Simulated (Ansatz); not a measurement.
**A workflow on P2H4 (diphosphine)**

Wanted: a series of 32 runs (HF/STO-3G, UHF/STO-3G, HF/3-21G, UHF/3-21G, HF/6-31G*, UHF/6-31G*, B3LYP/6-31G*, UB3LYP/6-31G*, and more) of H4P2. 

The results are computed with Ansatz 0.2.0.

### 1 The system as given

P2H4: 6 atoms, total charge 0, spin state singlet. As SMILES, `PP`. The shape is that of a PBE0-D4/def2-TZVP optimisation. This is one conformer, not always the lowest. The run starts from this shape.

Bond lengths: P1–P2 2.227 Å, P1–H3 1.422 Å, P1–H4 1.422 Å, P2–H5 1.422 Å, P2–H6 1.422 Å. Angles: P1–P2–H5 93.6°, P1–P2–H6 93.6°, P2–P1–H3 93.6°, P2–P1–H4 93.6°, H5–P2–H6 92.0°, H3–P1–H4 92.0°.

### 2 A geometry optimisation at HF/STO-3G (run 1)

Contents of job.yaml:

```yaml
crystal:
  periodic: [false, false, false]
  atoms:
    - {symbol: P, position_ang: [0.365100, -1.048800, -0.082300]}
    - {symbol: P, position_ang: [-0.365200, 1.049100, 0.078100]}
    - {symbol: H, position_ang: [-0.497000, -1.521600, 0.945000]}
    - {symbol: H, position_ang: [-0.572100, -1.392900, -1.094900]}
    - {symbol: H, position_ang: [0.502800, 1.524600, -0.942900]}
    - {symbol: H, position_ang: [0.566400, 1.389600, 1.097000]}
basis:
  gaussian:
    orbitals: STO-3G
output: {orbitals: {seedname: orbitals}}
relax:
  f_tol: 0.002
hamiltonian:
  xc: hf
```

Run with:

```console
ansatz run job.yaml --threads 1 --pin off --max-ram 3480MiB --events-out events.jsonl --progress --plain --runs-dir runs
```

Log, cut to the lines that bear on the results:

```text
Warning: RAYON_NUM_THREADS=1 ignored (pool sized by the plan → 1); use --threads N
[...]
Functional definition: HF
  name "HF"
[...]
272 factors; integrals over basis functions are off by at most 8.7e-6 eV
[...]
mean field -18398.60422497 eV, -676.1362342458 hartree, gradient 7.7e-6 eV, S^2 0.000000; 0 other end points of the search recorded, 0 dependent functions left out
[...]
reference -18398.60422497 eV, -676.1362342458 hartree; 17, 17 occupied and 5, 5 virtual orbitals, 272 factors
relax step   1: F+E_penalty+E_count = -18398.60422497 eV  Δ(F+E_penalty+E_count) = +0.000e0 eV  max|allowed force component| = 2.300e0 eV/Å  Δτ_max = 0.0000 Å  (21 SCF iters, accepted)
[...]
relax step   4: F+E_penalty+E_count = -18398.74754890 eV  Δ(F+E_penalty+E_count) = -1.370e-3 eV  max|allowed force component| = 9.775e-3 eV/Å  Δτ_max = 0.0056 Å  (17 SCF iters, accepted)
[...]
relax step   5: F+E_penalty+E_count = -18398.74756116 eV  Δ(F+E_penalty+E_count) = -1.225e-5 eV  max|allowed force component| = 1.416e-3 eV/Å  Δτ_max = 0.0006 Å  (17 SCF iters, accepted)
272 factors; integrals over basis functions are off by at most 8.4e-6 eV
[...]
mean field -18398.74756116 eV, -676.1415017535 hartree, gradient 4.0e-5 eV, S^2 0.000000; 1 other end points of the search recorded, 0 dependent functions left out
[...]
reference -18398.74756116 eV, -676.1415017535 hartree; 17, 17 occupied and 5, 5 virtual orbitals, 272 factors
Total energy: -18398.74756116 eV, -676.1415017535 hartree
Atom 0 at     0.333035    -1.033820    -0.080024 Å, force     0.001416     0.001144     0.000290 eV/Å
Atom 1 at    -0.333162     1.034061     0.076270 Å, force    -0.001403    -0.001168     0.000235 eV/Å
Atom 2 at    -0.483814    -1.507600     0.926983 Å, force    -0.000977    -0.000507     0.000047 eV/Å
Atom 3 at    -0.557463    -1.380425    -1.076347 Å, force    -0.000675    -0.000515    -0.000320 eV/Å
Atom 4 at     0.489417     1.509780    -0.925146 Å, force     0.000657     0.000552    -0.000296 eV/Å
Atom 5 at     0.551986     1.378004     1.078263 Å, force     0.000982     0.000494     0.000043 eV/Å
Dipole moment:     0.000021    -0.000038     0.000593 e Å
```

Run time: 1 s. Hardware: 1 thread of Arm Neoverse V2, shared host.

Step by step:

```
step  energy from the first frame kept (eV)  largest force (eV/Å)
   1                                 0.0000                2.3221
   2                                -0.0603                1.0027
   3                                -0.1420                0.1360
   4                                -0.1433                0.0112
   5                                -0.1433                0.0018
```

After the run. Bond lengths: P1–P2 2.178 Å, P1–H3 1.380 Å, P1–H4 1.381 Å, P2–H5 1.381 Å, P2–H6 1.380 Å. Angles: P1–P2–H5 95.3°, P1–P2–H6 95.3°, P2–P1–H3 95.3°, P2–P1–H4 95.3°, H5–P2–H6 93.4°, H3–P1–H4 93.4°.

### 3 Vibrational wavenumbers at HF/STO-3G (run 2)

Contents of run.yaml:

```yaml
basis:
  gaussian:
    orbitals: STO-3G
crystal:
  periodic: [false, false, false]
  atoms:
    - {symbol: P, position_ang: [0.333035, -1.033820, -0.080024]}
    - {symbol: P, position_ang: [-0.333162, 1.034061, 0.076270]}
    - {symbol: H, position_ang: [-0.483814, -1.507600, 0.926983]}
    - {symbol: H, position_ang: [-0.557463, -1.380425, -1.076347]}
    - {symbol: H, position_ang: [0.489417, 1.509780, -0.925146]}
    - {symbol: H, position_ang: [0.551986, 1.378004, 1.078263]}
hamiltonian:
  xc: hf
phonons:
  temperatures: {t_min: 298.15, t_max: 298.15, t_step: 1}
```

Run with:

```console
ansatz run run.yaml --threads 1 --pin off --max-ram 3480MiB --events-out events.jsonl --progress --plain --runs-dir runs
```

Log, cut to the lines that bear on the results:

```text
Warning: RAYON_NUM_THREADS=1 ignored (pool sized by the plan → 1); use --threads N
Functional definition: HF
  name "HF"
[...]
274 factors; integrals over basis functions are off by at most 8.4e-6 eV
[...]
mean field -18398.74756885 eV, -676.1415020361 hartree, gradient 8.0e-6 eV, S^2 0.000000; 0 other end points of the search recorded, 0 dependent functions left out
[...]
reference -18398.74756885 eV, -676.1415020361 hartree; 17, 17 occupied and 5, 5 virtual orbitals, 274 factors
[...]
274 factors; integrals over basis functions are off by at most 8.4e-6 eV
[...]
mean field -18398.74745262 eV, -676.1414977649 hartree, gradient 9.1e-7 eV, S^2 0.000000; 0 other end points of the search recorded, 0 dependent functions left out
[...]
reference -18398.74745262 eV, -676.1414977649 hartree; 17, 17 occupied and 5, 5 virtual orbitals, 274 factors
[...]
274 factors; integrals over basis functions are off by at most 8.3e-6 eV
[...]
reference -18398.74750819 eV, -676.1414998071 hartree; 17, 17 occupied and 5, 5 virtual orbitals, 274 factors
Total energy: -18398.74756885 eV, -676.1415020361 hartree
Atom 0 at     0.333035    -1.033820    -0.080024 Å, force     0.001414     0.001172     0.000299 eV/Å
Atom 1 at    -0.333162     1.034061     0.076270 Å, force    -0.001395    -0.001206     0.000240 eV/Å
Atom 2 at    -0.483814    -1.507600     0.926983 Å, force    -0.000977    -0.000506     0.000045 eV/Å
Atom 3 at    -0.557463    -1.380425    -1.076347 Å, force    -0.000682    -0.000518    -0.000326 eV/Å
Atom 4 at     0.489417     1.509780    -0.925146 Å, force     0.000661     0.000559    -0.000302 eV/Å
Atom 5 at     0.551986     1.378004     1.078263 Å, force     0.000980     0.000501     0.000044 eV/Å
Dipole moment:     0.000020    -0.000038     0.000592 e Å
Vibrations: 113.20 636.11 875.73 898.43 1132.43 1173.42 1507.72 1518.90 3036.45 3040.29 3070.35 3078.38 cm⁻¹, zero-point energy 1.244890 eV
```

Run time: 2.5 s. Hardware: 1 thread of Arm Neoverse V2, shared host.

Runs 3 to 7 aren't shown in full; the table further down has their settings and results.

### 4 The doublet cation: a geometry optimisation at UHF/3-21G (run 8)

Contents of molecule.yaml:

```yaml
basis:
  gaussian:
    orbitals: 3-21G.json
crystal:
  periodic: [false, false, false]
  atoms:
    - symbol: P
      position_ang: [0.342643, -1.134156, -0.086791]
    - symbol: P
      position_ang: [-0.342767, 1.134391, 0.083125]
    - symbol: H
      position_ang: [-0.500365, -1.590026, 0.963902]
    - symbol: H
      position_ang: [-0.576820, -1.457379, -1.122389]
    - symbol: H
      position_ang: [0.505953, 1.592099, -0.962116]
    - symbol: H
      position_ang: [0.571355, 1.455070, 1.124269]
relax: {}
total_charge: 1
hamiltonian:
  xc: hf
magnetization:
  spin_polarized: true
  initial_magnetization: 1
```

The basis set 3-21G is read from a file made from the Basis Set Exchange's data (not shown).

Run with:

```console
ansatz run molecule.yaml --threads 1 --pin off --max-ram 3480MiB --events-out events.jsonl --progress --plain --runs-dir runs
```

Log, cut to the lines that bear on the results:

```text
Warning: RAYON_NUM_THREADS=1 ignored (pool sized by the plan → 1); use --threads N
[...]
Functional definition: HF
  name "HF"
[...]
388 factors; integrals over basis functions are off by at most 3.8e-4 eV
[...]
mean field -18502.85748965 eV, -679.9674710575 hartree, gradient 2.9e-5 eV, S^2 0.828096; 1 other end points of the search recorded, 0 dependent functions left out
[...]
reference -18502.85748965 eV, -679.9674710575 hartree; 17, 16 occupied and 17, 18 virtual orbitals, 388 factors
relax step   1: F+E_penalty+E_count = -18502.85748965 eV  Δ(F+E_penalty+E_count) = +0.000e0 eV  max|allowed force component| = 1.610e0 eV/Å  Δτ_max = 0.0000 Å  (66 SCF iters, accepted)
[...]
relax step   5: F+E_penalty+E_count = -18503.11292471 eV  Δ(F+E_penalty+E_count) = -2.180e-3 eV  max|allowed force component| = 5.822e-2 eV/Å  Δτ_max = 0.0081 Å  (30 SCF iters, accepted)
[...]
388 factors; integrals over basis functions are off by at most 3.7e-4 eV
[...]
mean field -18503.11316458 eV, -679.9768669377 hartree, gradient 1.7e-5 eV, S^2 0.818075; 2 other end points of the search recorded, 0 dependent functions left out
[...]
reference -18503.11316458 eV, -679.9768669377 hartree; 17, 16 occupied and 17, 18 virtual orbitals, 388 factors
Total energy: -18503.11316458 eV, -679.9768669377 hartree
Atom 0 at     0.227958    -1.140653    -0.082530 Å, force     0.002428     0.001218     0.000818 eV/Å
Atom 1 at    -0.228028     1.140787     0.080420 Å, force    -0.002372    -0.001323     0.000817 eV/Å
Atom 2 at    -0.489060    -1.684985     1.000206 Å, force    -0.001488    -0.000424    -0.000605 eV/Å
Atom 3 at    -0.566481    -1.546096    -1.172082 Å, force    -0.000583    -0.000039    -0.000177 eV/Å
Atom 4 at     0.492664     1.686423    -0.999175 Å, force     0.000570     0.000064    -0.000210 eV/Å
Atom 5 at     0.562946     1.544523     1.173161 Å, force     0.001445     0.000505    -0.000644 eV/Å
Dipole moment:     0.000019    -0.000036     0.000550 e Å
```

Wall time 1.9 s (1 thread of Arm Neoverse V2, shared host).

Steps, from the record of the run:

```
step  energy from the first frame kept (eV)  largest force (eV/Å)
   1                                 0.0000                1.6137
   2                                -0.1682                0.5329
   3                                -0.2446                0.3061
   4                                -0.2533                0.1679
   5                                -0.2554                0.0592
   6                                -0.2557                0.0028
```

After the run. Bond lengths: P1–P2 2.332 Å, P1–H3 1.408 Å, P1–H4 1.408 Å, P2–H5 1.408 Å, P2–H6 1.408 Å. Angles: P1–P2–H5 103.0°, P1–P2–H6 103.0°, P2–P1–H3 103.0°, P2–P1–H4 103.0°, H5–P2–H6 101.3°, H3–P1–H4 101.3°.

Runs 9 to 31 aren't shown in full; the table further down has their settings and results.

### 5 The harmonic vibrations at wB97X-V/def2-TZVP (run 32)

Contents of input.yaml:

```yaml
crystal:
  periodic: [false, false, false]
  atoms:
    - {symbol: P, position_ang: [0.356470, -1.048065, -0.081452]}
    - {symbol: P, position_ang: [-0.356578, 1.048271, 0.078274]}
    - {symbol: H, position_ang: [-0.495262, -1.524261, 0.947310]}
    - {symbol: H, position_ang: [-0.569209, -1.394459, -1.098159]}
    - {symbol: H, position_ang: [0.499724, 1.526553, -0.945717]}
    - {symbol: H, position_ang: [0.564855, 1.391962, 1.099743]}
basis:
  gaussian:
    orbitals: def2-TZVP
phonons:
  temperatures: {t_min: 298.15, t_max: 298.15, t_step: 1}
magnetization:
  spin_polarized: false
hamiltonian:
  xc: {name: wB97X-V}
```

Run with:

```console
ansatz run input.yaml --threads 1 --pin off --max-ram 3480MiB --events-out events.jsonl --progress --plain --runs-dir runs
```

Log, cut to the lines that bear on the results:

```text
Warning: RAYON_NUM_THREADS=1 ignored (pool sized by the plan → 1); use --threads N
Functional definition: wB97X-V
  name "wB97X-V"
[...]
      + integral(e_c_pw_opposite_spin*poly(b97_u_opposite, cos0, cos1)) + vv10(b, c)
716 factors; their error is unknown
222 factors; integrals over basis functions are off by at most 1.5e-6 eV
[...]
mean field -18640.04653237 eV, -685.0090753872 hartree, gradient 5.7e-5 eV, S^2 0.000000; 0 other end points of the search recorded, 0 dependent functions left out
[...]
reference -18640.04653073 eV, -685.0090753269 hartree; 17, 17 occupied and 81, 81 virtual orbitals, 716 factors
[...]
716 factors; their error is unknown
222 factors; integrals over basis functions are off by at most 1.5e-6 eV
[...]
mean field -18640.04645871 eV, -685.0090726805 hartree, gradient 2.3e-6 eV, S^2 0.000000; 0 other end points of the search recorded, 0 dependent functions left out
[...]
reference -18640.04649214 eV, -685.0090739089 hartree; 17, 17 occupied and 81, 81 virtual orbitals, 716 factors
Total energy: -18640.04653073 eV, -685.0090753269 hartree
Atom 0 at     0.356470    -1.048065    -0.081452 Å, force    -0.000036    -0.000038     0.000059 eV/Å
Atom 1 at    -0.356578     1.048271     0.078274 Å, force     0.000040     0.000031     0.000060 eV/Å
Atom 2 at    -0.495262    -1.524261     0.947310 Å, force    -0.000041    -0.000024    -0.000102 eV/Å
Atom 3 at    -0.569209    -1.394459    -1.098159 Å, force     0.000064     0.000018     0.000041 eV/Å
Atom 4 at     0.499724     1.526553    -0.945717 Å, force    -0.000061    -0.000023     0.000042 eV/Å
Atom 5 at     0.564855     1.391962     1.099743 Å, force     0.000034     0.000037    -0.000100 eV/Å
Dipole moment:     0.000019    -0.000036     0.000561 e Å
Vibrations: 69.93 470.33 637.89 650.14 881.35 935.65 1110.16 1116.03 2432.89 2435.81 2440.39 2448.76 cm⁻¹, zero-point energy 0.968895 eV
```

Wall time 77 s (1 thread of Arm Neoverse V2, shared host); peak memory 0.22 GiB.

### 6 Overview of the runs

```
run                                level         task  walk f tol  partner  energy (Eh)  dipole moment (D)  wall time
  1                            HF/STO-3G     optimise       0.002     base  -676.141502               0.00        1 s
  2                            HF/STO-3G  frequencies           –     base  -676.141502               0.00      2.5 s
  3                           UHF/STO-3G       energy           –   cation  -675.932831                  –     0.14 s
  4                           UHF/STO-3G     optimise           –   cation  -675.943979                  –      1.5 s
  5                             HF/3-21G     optimise       0.002     base  -680.276180               0.01      1.4 s
  6                             HF/3-21G  frequencies           –     base  -680.276179               0.01      2.5 s
  7                            UHF/3-21G       energy           –   cation  -679.967472                  –     0.26 s
  8                            UHF/3-21G     optimise           –   cation  -679.976867                  –      1.9 s
  9      HF/6-31G* (Cartesian functions)     optimise       0.002     base  -683.750298               0.00        3 s
 10      HF/6-31G* (Cartesian functions)  frequencies           –     base  -683.750297               0.00      6.9 s
 11     UHF/6-31G* (Cartesian functions)       energy           –   cation  -683.450350                  –     0.46 s
 12     UHF/6-31G* (Cartesian functions)     optimise           –   cation  -683.462112                  –      3.9 s
 13   B3LYP/6-31G* (Cartesian functions)     optimise       0.002     base  -685.094932               0.00      8.4 s
 14   B3LYP/6-31G* (Cartesian functions)  frequencies           –     base  -685.094932               0.00       16 s
 15  UB3LYP/6-31G* (Cartesian functions)       energy           –   cation  -684.763445                  –      1.9 s
 16  UB3LYP/6-31G* (Cartesian functions)     optimise           –   cation  -684.777676                  –       14 s
 17                         PBE/def2-SVP     optimise       0.002     base  -684.553460               0.00      5.7 s
 18                         PBE/def2-SVP  frequencies           –     base  -684.553460               0.00       12 s
 19                        UPBE/def2-SVP       energy           –   cation  -684.222821                  –      1.4 s
 20                        UPBE/def2-SVP     optimise           –   cation  -684.238784                  –      9.6 s
 21     MP2/6-31G* (Cartesian functions)     optimise       0.002     base  -683.953782               0.00      3.9 s
 22     MP2/6-31G* (Cartesian functions)  frequencies           –     base  -683.953782               0.00       10 s
 23    UMP2/6-31G* (Cartesian functions)       energy           –   cation  -683.634733                  –     0.42 s
 24    UMP2/6-31G* (Cartesian functions)     optimise           –   cation  -683.649737                  –        6 s
 25                   B3LYP-D4/def2-TZVP     optimise       0.002     base  -685.169459               0.00       11 s
 26                   B3LYP-D4/def2-TZVP  frequencies           –     base  -685.169459               0.00       27 s
 27                         CCSD/cc-pVDZ     optimise       0.002     base  -684.090129               0.00       39 s
 28                         CCSD/cc-pVDZ  frequencies           –     base  -684.090129               0.00      2 min
 29                           HF/cc-pVTZ     optimise       0.002     base  -683.825465               0.00      9.3 s
 30                           HF/cc-pVTZ  frequencies           –     base  -683.825465               0.00       27 s
 31                    wB97X-V/def2-TZVP     optimise       0.002     base  -685.009075               0.00       37 s
 32                    wB97X-V/def2-TZVP  frequencies           –     base  -685.009075               0.00       77 s
```

### 7 Summary of results

| quantity | value |
| --- | --- |
| run 32, wB97X-V/def2-TZVP: total energy | -685.00908 Eh |
| run 32, wB97X-V/def2-TZVP: dipole moment | 0.00 D |
| run 32, wB97X-V/def2-TZVP: largest force on an atom | 0.000 eV/Å |
| run 32, wB97X-V/def2-TZVP: lowest harmonic wavenumber | 70 cm⁻¹ |
| run 32, wB97X-V/def2-TZVP: highest harmonic wavenumber | 2449 cm⁻¹ |
| run 32, wB97X-V/def2-TZVP: zero-point energy | 93.5 kJ/mol |
| vertical ionisation energy (to the doublet cation), HF/3-21G | 8.400 eV |
| vertical ionisation energy (to the doublet cation), HF/6-31G* | 8.162 eV |
| vertical ionisation energy (to the doublet cation), PBE/def2-SVP | 8.997 eV |
| adiabatic ionisation energy (to the doublet cation, no zero-point term), HF/STO-3G | 5.375 eV |
| adiabatic ionisation energy (to the doublet cation, no zero-point term), HF/6-31G* | 7.842 eV |
| adiabatic ionisation energy (to the doublet cation, no zero-point term), B3LYP/6-31G* | 8.633 eV |
| adiabatic ionisation energy (to the doublet cation, no zero-point term), PBE/def2-SVP | 8.563 eV |
| adiabatic ionisation energy (to the doublet cation, no zero-point term), MP2/6-31G* | 8.274 eV |

In words: At HF/3-21G: the vertical ionisation energy comes to 8.40 eV (194 kcal/mol). At HF/6-31G*: removing an electron at fixed nuclei costs 8.16 eV (788 kJ/mol). At PBE/def2-SVP: removing an electron at fixed nuclei costs 9.00 eV (207 kcal/mol). At HF/STO-3G: the adiabatic ionisation energy (to the doublet cation, no zero-point term) is 5.37 eV (124 kcal/mol). In a minimal basis such a difference can be off by several eV, whatever the method. At HF/6-31G*: the adiabatic ionisation energy (to the doublet cation, no zero-point term) is 7.84 eV (757 kJ/mol). Totals of different functionals can't be ranked against each other. In runs 1, 2, 3, 4 the basis is minimal, so the values are rough. All runs together took 7.7 min, the longest 2 min.
